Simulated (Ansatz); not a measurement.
# Relative stability

Two relaxed structures of C$_{2}$H$_{4}$B (charge -1), closed shell (PBE0-D4/def2-TZVPD; forces vanish, vibrations not checked).

A:

```
atom    x (Å)    y (Å)    z (Å)
  B1  -0.8966   0.6949  -0.4614
  C2   0.3418  -0.1853  -0.0470
  C3   1.2993  -0.8664   0.2731
  H4  -1.9136  -0.0001  -0.4912
  H5  -0.7098   1.1822  -1.5776
  H6   2.1355  -1.4625   0.5524
  H7  -1.0556   1.6055   0.3533
```

B:

```xyz
7
angstrom
B -1.0487 0.4236 -0.7711
C 0.0397 -0.0161 0.0292
C 1.0506 -0.4244 0.7726
H -2.1170 -0.1596 -0.7556
H -0.9441 1.3962 -1.4955
H 1.7954 -1.1515 0.4242
H 1.2241 -0.0681 1.7961
```

Program: Ansatz 0.2.0. Basis: def2-TZVPPD. Cores are frozen in the correlated methods. B3LYP uses VWN-RPA correlation.

(1) Which structure is lower at CCSD(T), and by how much? (To be estimated.)

T1 diagnostic: at most 0.016.

Results:

(1) By the calculation: A, by 0.296 eV (electronic energy, against the other). By their contacts, A is C₂H₄B ([BH3][C][CH]), total charge -1 and B is C₂H₄B ([BH2][C][CH2]), total charge -1.

All methods give the same order:

```json
{"method": "PBE-D4", "E(B) − E(A) (eV)": "0.138"}
{"method": "r2SCAN-D4", "E(B) − E(A) (eV)": "0.178"}
{"method": "PBE0-D4", "E(B) − E(A) (eV)": "0.167"}
{"method": "B3LYP-D4", "E(B) − E(A) (eV)": "0.191"}
{"method": "wB97M-V", "E(B) − E(A) (eV)": "0.261"}
{"method": "HF", "E(B) − E(A) (eV)": "0.318"}
{"method": "MP2", "E(B) − E(A) (eV)": "0.388"}
{"method": "CCSD", "E(B) − E(A) (eV)": "0.306"}
{"method": "CCSD(T)", "E(B) − E(A) (eV)": "0.296"}
```

Labels in which every atom is bracketed show which atoms are joined, not bond orders.

For scale, one of the runs: CCSD(T)/def2-TZVPPD, 179 basis functions, launched by `ansatz run in.yaml --threads 2 --pin off --events-out ev --progress --plain --max-ram 4352MiB`. Hardware: 2 CPU threads of an Arm Neoverse N1, shared host. Wall time 40 s; peak host memory 1.7 GiB.
